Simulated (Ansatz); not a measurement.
**One shape, several levels: triplet C2H3Al**

Wanted: a comparison of 6 runs (UHF/STO-3G, UHF/def2-TZVP, U-revPBE/def2-TZVP, UB3LYP/def2-TZVP, UBLYP/def2-TZVP, UCAM-B3LYP/def2-TZVP) of triplet C2H3Al. 

The results are computed with Ansatz 0.2.0.

37 further runs of the same task are left out: 1 that didn't finish, 36 set aside as unsound or not needed.

### Step 1. The structure to begin with

C2H3Al has 6 atoms, charge 0, and is taken as a triplet. As SMILES of the parent species, `C#[C][AlH2]`. Geometry: relaxed at PBE0-D4/def2-TZVP. That shape belongs to the parent species and isn't relaxed for this state.

Bond lengths: C1–C2 1.211 Å, C2–Al3 1.906 Å, C1–H4 1.067 Å, Al3–H5 1.580 Å, Al3–H6 1.580 Å. Angles: C1–C2–Al3 179.9°, C2–C1–H4 180.0°, C2–Al3–H5 118.8°, C2–Al3–H6 118.8°, H5–Al3–H6 122.4°.

### Step 2. A single-point energy at UHF/STO-3G (run 1)

File molecule.yaml:

```yaml
crystal:
  periodic: [false, false, false]
  atoms:
    - {symbol: C, position_ang: [-0.792800, -1.637600, -0.298100]}
    - {symbol: C, position_ang: [-0.266100, -0.564200, -0.106200]}
    - {symbol: Al, position_ang: [0.564800, 1.124200, 0.195000]}
    - {symbol: H, position_ang: [-1.257000, -2.583100, -0.467400]}
    - {symbol: H, position_ang: [1.356700, 1.804700, -0.990500]}
    - {symbol: H, position_ang: [0.436600, 1.792000, 1.621000]}
basis:
  gaussian:
    orbitals: STO-3G
magnetization:
  spin_polarized: true
  initial_magnetization: 2
hamiltonian:
  xc: hf
accuracy: high
output: {orbitals: {seedname: orbitals}}
```

On the command line:

```console
ansatz run molecule.yaml --threads 1 --pin off --max-ram 3480MiB --events-out events.jsonl --progress --plain --runs-dir runs
```

The log of the run:

```text
Warning: RAYON_NUM_THREADS=1 ignored (pool sized by the plan → 1); use --threads N
Functional definition: HF
  name "HF"
  exchange = exact_x
  correlation = 0
390 factors; integrals over basis functions are off by at most 2.0e-9 eV
mean field evaluation 1: about -8576.7044 eV, gradient 1.1e1 eV
mean field evaluation 2: about -8576.7256 eV, gradient 1.1e1 eV
mean field evaluation 4: about -8578.4240 eV, gradient 1.7e0 eV
mean field evaluation 8: about -8578.5262 eV, gradient 1.0e-1 eV
mean field evaluation 16: about -8579.1828 eV, gradient 4.1e-1 eV
mean field evaluation 32: about -8579.0065 eV, gradient 1.4e0 eV
mean field evaluation 64: about -8579.1059 eV, gradient 2.4e-1 eV
mean field evaluation 96: about -8578.9854 eV, gradient 7.6e-1 eV
mean field evaluation 128: about -8576.7059 eV, gradient 1.1e1 eV
mean field evaluation 160: about -8579.2706 eV, gradient 3.4e-1 eV
mean field -8579.31657115 eV, -315.2840687199 hartree, gradient 2.0e-8 eV, S^2 2.021871; 4 other end points of the search recorded, 0 dependent functions left out
reference -8579.31657115 eV, -315.2840687199 hartree; 15, 13 occupied and 7, 9 virtual orbitals, 390 factors
Total energy: -8579.31657115 eV, -315.2840687199 hartree
```

Wall time 0.34 s (1 thread of Arm Neoverse V2, shared host).

### Step 3. The energy at UHF/def2-TZVP (run 2)

File input.yaml:

```yaml
crystal:
  periodic: [false, false, false]
  atoms:
    - {symbol: C, position_ang: [-0.792800, -1.637600, -0.298100]}
    - {symbol: C, position_ang: [-0.266100, -0.564200, -0.106200]}
    - {symbol: Al, position_ang: [0.564800, 1.124200, 0.195000]}
    - {symbol: H, position_ang: [-1.257000, -2.583100, -0.467400]}
    - {symbol: H, position_ang: [1.356700, 1.804700, -0.990500]}
    - {symbol: H, position_ang: [0.436600, 1.792000, 1.621000]}
basis:
  gaussian:
    orbitals: def2-TZVP
magnetization:
  spin_polarized: true
  initial_magnetization: 2
hamiltonian:
  xc: hf
accuracy: high
output: {orbitals: {seedname: orbitals}}
```

On the command line:

```console
ansatz run input.yaml --threads 1 --pin off --max-ram 3480MiB --events-out events.jsonl --progress --plain --runs-dir runs
```

The log of the run, cut to the lines that bear on the results:

```text
Warning: RAYON_NUM_THREADS=1 ignored (pool sized by the plan → 1); use --threads N
[... 2 set-up lines as earlier in the session ...]
[...]
1905 factors; integrals over basis functions are off by at most 4.8e-9 eV
[...]
mean field -8686.75335753 eV, -319.2322977964 hartree, gradient 2.1e-8 eV, S^2 2.024128; 5 other end points of the search recorded, 0 dependent functions left out
reference -8686.75335753 eV, -319.2322977964 hartree; 15, 13 occupied and 102, 104 virtual orbitals, 1905 factors
Total energy: -8686.75335753 eV, -319.2322977964 hartree
```

It took 16 s on 1 thread of Arm Neoverse V2, shared host; peak memory 0.34 GiB.

Runs 3 to 5 aren't shown in full; the table further down has their settings and results.

### Step 4. The energy at UCAM-B3LYP/def2-TZVP (run 6)

File run.yaml:

```yaml
crystal:
  periodic: [false, false, false]
  atoms:
    - {symbol: C, position_ang: [-0.792800, -1.637600, -0.298100]}
    - {symbol: C, position_ang: [-0.266100, -0.564200, -0.106200]}
    - {symbol: Al, position_ang: [0.564800, 1.124200, 0.195000]}
    - {symbol: H, position_ang: [-1.257000, -2.583100, -0.467400]}
    - {symbol: H, position_ang: [1.356700, 1.804700, -0.990500]}
    - {symbol: H, position_ang: [0.436600, 1.792000, 1.621000]}
basis:
  gaussian:
    orbitals: def2-TZVP
magnetization:
  spin_polarized: true
  initial_magnetization: 2
accuracy: high
hamiltonian:
  xc: {name: CAM-B3LYP}
output: {orbitals: {seedname: orbitals}}
```

On the command line:

```console
ansatz run run.yaml --threads 1 --pin off --max-ram 3480MiB --events-out events.jsonl --progress --plain --runs-dir runs
```

The log of the run, cut to the lines that bear on the results:

```text
Warning: RAYON_NUM_THREADS=1 ignored (pool sized by the plan → 1); use --threads N
Functional definition: CAM-B3LYP
  name "CAM-B3LYP"
[...]
1905 factors; integrals over basis functions are off by at most 4.8e-9 eV
423 factors; integrals over basis functions are off by at most 1.6e-9 eV
[...]
mean field -8712.94942870 eV, -320.1949856554 hartree, gradient 2.7e-8 eV, S^2 2.005193; 2 other end points of the search recorded, 0 dependent functions left out
reference -8712.94944689 eV, -320.1949863238 hartree; 15, 13 occupied and 102, 104 virtual orbitals, 1905 factors
Total energy: -8712.94944689 eV, -320.1949863238 hartree
```

Wall time 32 s (1 thread of Arm Neoverse V2, shared host); peak memory 0.48 GiB.

### Step 5. The series

```tsv
run	level	energy (Eh)	HOMO energy (eV)	⟨S²⟩	wall time
1	UHF/STO-3G	-315.284069	-2.74	2.022	0.34 s
2	UHF/def2-TZVP	-319.232298	-6.33	2.024	16 s
3	U-revPBE/def2-TZVP	-320.178136	-3.17	2.006	25 s
4	UB3LYP/def2-TZVP	-320.269310	-3.61	2.011	25 s
5	UBLYP/def2-TZVP	-320.226848	-2.93	2.005	23 s
6	UCAM-B3LYP/def2-TZVP	-320.194986	-5.32	2.005	32 s
```

### Step 6. Results

| quantity | value |
| --- | --- |
| run 6: total energy | -320.19499 Eh |
| run 6: HOMO energy (highest over α and β) | -5.32 eV |
| run 6: LUMO energy (lowest over α and β) | -4.79 eV |
| run 6: ⟨S²⟩ | 2.005 |

Totals of different functionals can't be ranked against each other. In run 1 the basis is minimal, so the values are rough. All runs together took 2 min, the longest 32 s.
